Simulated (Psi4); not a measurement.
**CCSD/cc-pVDZ (sweep point 4) run of C2H4F2 (SMILES FCCF)**

What is the vertical ionisation energy of C2H4F2 at CCSD/cc-pVDZ (sweep point 4)? 

The results are computed with Psi4 1.11.

4 further runs of the same task are left out: 4 set aside as unsound or not needed.

**1. The system as given**

C2H4F2: 8 atoms, total charge 0, spin state singlet. As SMILES, `FCCF`. Geometry: relaxed at PBE0-D4/def2-TZVP. This is one conformer, not always the lowest.

Bond lengths: F1–C2 1.378 Å, C2–C3 1.498 Å, C3–F4 1.378 Å, C2–H5 1.094 Å, C2–H6 1.095 Å, C3–H7 1.095 Å, C3–H8 1.094 Å. Some angles: F1–C2–C3 110.9°, C2–C3–F4 110.9°, F1–C2–H5 108.2°, F1–C2–H6 108.3°, C3–C2–H5 110.5°, C3–C2–H6 109.4°, C2–C3–H7 109.4°, C2–C3–H8 110.5°, F4–C3–H7 108.3°, F4–C3–H8 108.2°.

**2. The energy at CCSD/cc-pVDZ (sweep point 4)**

run.py

```python
import psi4

psi4.set_memory(1600000000)
psi4.set_num_threads(1)
psi4.set_output_file('psi4.out', False)

molecule = psi4.geometry("""
0 1
F     -2.48001987     1.46561489     1.65163953
C     -0.21873580     1.35315729     0.36509509
C      0.41177132    -1.31540056    -0.33519962
F     -1.16809641    -2.17938335    -2.21636529
H     -0.38017510     2.52815120    -1.32815621
H      1.26658894     2.11263822     1.59088484
H      2.36007896    -1.40306496    -1.02948500
H      0.20860687    -2.56173163     1.30160556
units bohr
symmetry c1
""")

psi4.set_options({
    'basis': 'cc-pVDZ',
    'reference': 'rhf',
    'puream': True,
    'scf_type': 'pk',
    'num_frozen_docc': 4,
    'd_convergence': 1e-05,
    'e_convergence': 1e-05,
})

energy_value, wavefunction = psi4.energy('ccsd', return_wfn=True)
print(f'total energy {energy_value:.8f} hartree = {energy_value * 27.211386:.5f} eV')
```

Run with:

```console
$ python run.py
```

psi4.out:

```text
[...]
  Running in c1 symmetry.
[...]
  Nuclear repulsion =  128.134632075241342
[...]
  Multiplicity = 1
[...]
  Nalpha       = 17
  Nbeta        = 17
[...]
    Number of basis functions: 76
[...]
   @RHF iter   1:  -276.88193104917838   -6.50689e-01   4.32117e-03 DIIS/ADIIS
[...]
   @RHF iter   6:  -276.94004524976623   -2.03962e-06   5.71935e-06 DIIS
[...]
    Orbital Energies [Eh]
    ---------------------
    Doubly Occupied:
       1A    -26.282180     2A    -26.282177     3A    -11.323869
       4A    -11.323167     5A     -1.601906     6A     -1.590723
       7A     -1.049013     8A     -0.878129     9A     -0.730200
      10A     -0.729494    11A     -0.701510    12A     -0.670832
      13A     -0.665015    14A     -0.615840    15A     -0.538331
      16A     -0.525169    17A     -0.506164
[...]
  @RHF Final Energy:  -276.94004524976623
   => Energetics <=
    Nuclear Repulsion Energy =            128.1346320752413419
    One-Electron Energy =                -638.1232196644749592
    Two-Electron Energy =                 233.0485423394673603
    Total Energy =                       -276.9400452497662286
[...]
 Multipole Moments:
 ------------------------------------------------------------------------------------
     Multipole            Electronic (a.u.)      Nuclear  (a.u.)        Total (a.u.)
 ------------------------------------------------------------------------------------
 L = 1.  Multiply by 2.5417464519 to convert [e a0] to [Debye]
 Dipole X            :         -3.3402526            4.4835203            1.1432677
 Dipole Y            :         -0.6535339            0.8772153            0.2236813
 Dipole Z            :         -0.5170630            0.6940443            0.1769813
 Magnitude           :                                                    1.1783110
[...]
      * MP2 total energy                      = -277.589180730135979
[...]
      * CCSD total energy                     = -277.622153502573383
```

On the terminal:

```text
total energy -277.62215350 hartree = -7554.48358 eV
```

It took 23 s on 1 thread of Intel Xeon at 2.70GHz, shared host; peak memory 0.39 GiB.

**3. The doublet cation**

run.py

```python
import psi4

psi4.set_memory('1600 MB')
psi4.set_num_threads(1)
psi4.set_output_file('output.dat', False)

m = psi4.geometry("""
1 2
F     -2.48001987     1.46561489     1.65163953
C     -0.21873580     1.35315729     0.36509509
C      0.41177132    -1.31540056    -0.33519962
F     -1.16809641    -2.17938335    -2.21636529
H     -0.38017510     2.52815120    -1.32815621
H      1.26658894     2.11263822     1.59088484
H      2.36007896    -1.40306496    -1.02948500
H      0.20860687    -2.56173163     1.30160556
units au
symmetry c1
""")

psi4.set_options({
    'basis': 'cc-pVDZ',
    'reference': 'uhf',
    'puream': True,
    'scf_type': 'pk',
    'num_frozen_docc': 4,
    'd_convergence': 1e-05,
    'e_convergence': 1e-05,
    'maxiter': 100,
})

e_tot, wfn = psi4.energy('ccsd', molecule=m, return_wfn=True)
print(f'ccsd energy: {e_tot:.10f} Eh')
```

Run with:

```console
$ python run.py
```

output.dat:

```text
[...]
  Running in c1 symmetry.
[...]
  Nuclear repulsion =  128.134632075241342
[...]
  Multiplicity = 2
[...]
  Nalpha       = 17
  Nbeta        = 16
[...]
    Number of basis functions: 76
[...]
   @UHF iter   1:  -276.38355039122257   -1.52309e-01   4.90378e-03 DIIS/ADIIS
[...]
   @UHF iter  14:  -276.48167236450996   -7.55810e-06   8.69594e-06 DIIS
[...]
   @S^2 Observed:                7.641034303E-01
[...]
    Orbital Energies [Eh]
    ---------------------
    Alpha Occupied:
       1A    -26.606481     2A    -26.606465     3A    -11.657756
       4A    -11.657002     5A     -1.914117     6A     -1.901767
       7A     -1.393984     8A     -1.183482     9A     -1.046677
      10A     -1.035220    11A     -1.012398    12A     -0.972639
      13A     -0.971863    14A     -0.927370    15A     -0.851668
      16A     -0.839839    17A     -0.823255
    Alpha Virtual:
      18A     -0.044823    19A     -0.010583    20A     -0.003355
      21A      0.020252    22A      0.035526    23A      0.056828
      24A      0.105745    25A      0.336457    26A      0.415107
[...]
  @UHF Final Energy:  -276.48167236450996
   => Energetics <=
    Nuclear Repulsion Energy =            128.1346320752413419
    One-Electron Energy =                -627.8512866791647866
    Two-Electron Energy =                 223.2349822394134549
    Total Energy =                       -276.4816723645099614
  UHF NO Occupations:
  HONO-2 :   15  A 1.9976717
  HONO-1 :   16  A 1.9968941
[...]
 Multipole Moments:
 ------------------------------------------------------------------------------------
     Multipole            Electronic (a.u.)      Nuclear  (a.u.)        Total (a.u.)
 ------------------------------------------------------------------------------------
 L = 1.  Multiply by 2.5417464519 to convert [e a0] to [Debye]
 Dipole X            :         -2.5496002            4.4835203            1.9339200
 Dipole Y            :         -0.4988148            0.8772153            0.3784005
 Dipole Z            :         -0.3946489            0.6940443            0.2993954
 Magnitude           :                                                    1.9932063
[...]
      * MP2 total energy                      = -277.140076828131555
[...]
      * CCSD total energy                     = -277.168641838585529
```

The script printed:

```text
ccsd energy: -277.1686418386 Eh
```

Wall time 71 s (1 thread of Intel Xeon at 2.70GHz, shared host); peak memory 0.42 GiB.

**4. Summary of results**

Level: CCSD/cc-pVDZ (sweep point 4), 4 core orbitals frozen.

```
                                                                  quantity          value
                                              singlet C2H4F2: total energy  -277.62215 Eh
                       singlet C2H4F2: HOMO energy (Hartree–Fock orbitals)      -13.77 eV
                       singlet C2H4F2: LUMO energy (Hartree–Fock orbitals)        4.90 eV
                     singlet C2H4F2: HOMO–LUMO gap (Hartree–Fock orbitals)       18.68 eV
               singlet C2H4F2: correlation energy (4 core orbitals frozen)     -682.1 mEh
                                             singlet C2H4F2: T1 diagnostic          0.010
                                              doublet cation: total energy  -277.16864 Eh
doublet cation: HOMO energy (Hartree–Fock orbitals) (highest over α and β)      -21.91 eV
 doublet cation: LUMO energy (Hartree–Fock orbitals) (lowest over α and β)      -11.17 eV
               doublet cation: correlation energy (4 core orbitals frozen)     -687.0 mEh
                         doublet cation: ⟨S²⟩ of the reference determinant          0.764
                                             doublet cation: T1 diagnostic          0.044
                        vertical ionisation energy (to the doublet cation)      12.341 eV
```

**Reading.** The vertical ionisation energy comes to 12.34 eV (285 kcal/mol).
